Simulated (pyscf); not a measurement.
•H₂C–CH₂–GeH₃ (SMILES [CH2][CH2][GeH3]) -> H₃C–CH•–GeH₃ (SMILES C[CH][GeH3]), a hydrogen shift (doublet surface; C–H broken, C–H formed). Optimised with ωB97X-D3(BJ)/def2-SVP in PySCF. Energies in kcal/mol from the reactant's lowest minimum found.

Small-basis levels: PySCF, no dispersion term, spherical d functions. AM1 to PM7: differences of heats of formation from MOPAC, which are fitted to 298 K values and so differ in kind from electronic energies by zero-point and thermal terms. GFN2-xTB: tblite. Open shells are spin-unrestricted. 

| level | barrier | reaction energy |
|---|---|---|
| HF/STO-3G | 74.5 | -4.9 |
| HF/6-31G*+LANL2DZ | [?] | -1.9 |
| MP2/6-31G*+LANL2DZ | 45.6 | -1.0 |
| SVWN5/6-31G*+LANL2DZ | 35.4 | -0.6 |
| BP86/6-31G*+LANL2DZ | 39.1 | -1.2 |
| PBE/6-31G*+LANL2DZ | 38.9 | -1.0 |
| M06-2X/6-31G*+LANL2DZ | 42.7 | -0.9 |
| B3LYP/6-311+G**+LANL2DZ | 40.8 | -0.5 |
| PBE/def2-SVP | 36.7 | -0.8 |
| B3LYP/def2-SVP | 40.4 | -1.1 |
| GFN2-xTB | 39.6 | -3.9 |
| PM6 | [?] | -2.8 |
| ωB97M-D3(BJ)/def2-TZVP | [?] | -0.3 |

Task: What belongs in the gaps?

Result: 
- HF/6-31G*+LANL2DZ, barrier: 54.3
- PM6, barrier: 41.6
- ωB97M-D3(BJ)/def2-TZVP, barrier: 40.3

Against the last row the barrier runs from -4.9 (SVWN5/6-31G*+LANL2DZ) to +34.2 kcal/mol (HF/STO-3G). ωB97M-D3(BJ)/def2-TZVP has limits of its own. The same reactants have a lower exit, to GeH₃• + H₂C=CH₂ (barrier +15.0 kcal/mol at ωB97M-D3(BJ)/def2-TZVP, against +40.3 kcal/mol here). •H₂C–CH₂–GeH₃ lies 25.0 kcal/mol over its isomer H₃C–GeH•–CH₃ (electronic energy, ωB97M-D3(BJ)/def2-TZVP). H₃C–CH•–GeH₃ lies 24.7 kcal/mol over its isomer H₃C–GeH•–CH₃ (electronic energy, ωB97M-D3(BJ)/def2-TZVP). One saddle was located; it need not be the lowest between these sides. In the def2 sets elements up to Kr have no core potential.
